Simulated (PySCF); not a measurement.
# SiN at other levels of theory

Starting from one script, swap the method and compare what comes out for SiN.

Computed with PySCF 2.14.0. Level: method and basis as typed in the scripts.

1 further run of the same task is left out (it didn't finish).

### 1 The starting structure

SiN: 2 atoms, charge 0, spin multiplicity 2.

Bond lengths: Si1–N2 1.513 Å.

### 2 The run that the others are compared with

input.py reads:

```python
from pyscf import gto, scf

mol = gto.M(
    atom='Si 0 0 0; N 0 0 1.513',
    basis='lanl2dz',
    ecp={'Si': 'lanl2dz'},
    charge=0,
    spin=1,
    verbose=3,
)
mf = scf.UHF(mol)
mf.kernel()
mf.nuc_grad_method().kernel()
mf.dip_moment()
print('orbital energies (hartree):', [e[max(0, n-3):n+3].round(4) for e, n in zip(mf.mo_energy, mol.nelec)])
```

Run with:

```console
> python input.py
```

The log of this run is left out.

In short: E(SCF) = -58.064641 Eh, ⟨S²⟩ = 1.185, μ = 1.07 D, gradient on the second atom -0.1066 Eh/bohr.

⟨S²⟩ = 1.18 against 0.75 for a pure state: the determinant is spin-contaminated. The bond length is a typed value, not an optimised one.

### 3 CASSCF (ROHF)

Edit 1 changes step after the SCF: gradient → casscf; SCF type: UHF → ROHF; active space: none → 1 electrons in 2 orbitals.

input.py reads:

```python
from pyscf import gto, scf, mcscf

mol = gto.M(
    atom='Si 0 0 0; N 0 0 1.513',
    basis='lanl2dz',
    ecp={'Si': 'lanl2dz'},
    charge=0,
    spin=1,
    verbose=3,
)
mf = scf.ROHF(mol)
mf.kernel()
mc = mcscf.CASSCF(mf, 2, 1)
mc.kernel()
mc.analyze()
mf.dip_moment()
print('orbital energies (hartree):', mf.mo_energy[..., max(0, mol.nelec[1]-3):mol.nelec[0]+3].round(4))
```

Run with:

```console
> python input.py
```

### 4 TDHF

Edit 2 changes step after the SCF: gradient → tddft; number of roots: none → 8.

input.py: that of step 2 with these lines changed.

```diff
@@ -1,2 +1,2 @@
-from pyscf import gto, scf
+from pyscf import gto, scf, tdscf
 
@@ -12,3 +12,6 @@
 mf.kernel()
-mf.nuc_grad_method().kernel()
+td = tdscf.TDHF(mf)
+td.nstates = 8
+td.kernel()
+td.analyze(verbose=3)
 mf.dip_moment()
```

### 5 CASCI (ROHF)

Edit 3 changes step after the SCF: gradient → casci; SCF type: UHF → ROHF; active space: none → 7 electrons in 6 orbitals.

input.py reads:

```python
from pyscf import gto, scf, mcscf

mol = gto.M(
    atom='Si 0 0 0; N 0 0 1.513',
    basis='lanl2dz',
    ecp={'Si': 'lanl2dz'},
    charge=0,
    spin=1,
    verbose=3,
)
mf = scf.ROHF(mol)
mf.kernel()
mc = mcscf.CASCI(mf, 6, 7)
mc.kernel()
mc.analyze()
mf.dip_moment()
print('orbital energies (hartree):', mf.mo_energy[..., max(0, mol.nelec[1]-3):mol.nelec[0]+3].round(4))
```

Q: Predict the outcome of this session. Wanted: for each run, E(SCF); from base; SCF dipole; after the SCF.

**Answer**, as computed:

```
          run  E(SCF) (hartree)  from base (eV)  SCF dipole (D)                after the SCF
         base        -58.064641               0            1.07                          n/a
CASSCF (ROHF)        -58.049441         +0.4136            2.14                          n/a
         TDHF        -58.064641          0.0000            1.07    lowest root found 0.88 eV
 CASCI (ROHF)        -58.049441         +0.4136            2.14  CASCI correlation -1.785 eV
```

What this shows: Total energies from different bases, Hamiltonians or methods carry different errors, so properties are taken as differences within one set-up.
